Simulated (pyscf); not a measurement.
Single points on ωB97X-D3(BJ)/def2-SVP structures (PySCF, gas phase).

Task: •H₂C–C≡N + H₂ → H₂C=C=NH + H•
Surface: doublet. Broken: H–H. Formed: H–N. Give ΔE‡ and ΔE from ωB97M-D3(BJ)/def2-TZVP, relative to the separated reactants.

Result: ΔE‡ = 36.2 kcal/mol, ΔE = +31.0 kcal/mol. Zero-point energy shifts the barrier by +0.3 kcal/mol. It is a hydrogen abstraction, with an imaginary mode of 1720i cm⁻¹. H₂C=C=NH lies 26.0 kcal/mol over its isomer H₃C–C≡N (electronic energy, ωB97M-D3(BJ)/def2-TZVP). One saddle was located; it need not be the lowest between these sides. The angle at the transferred H is 168°.
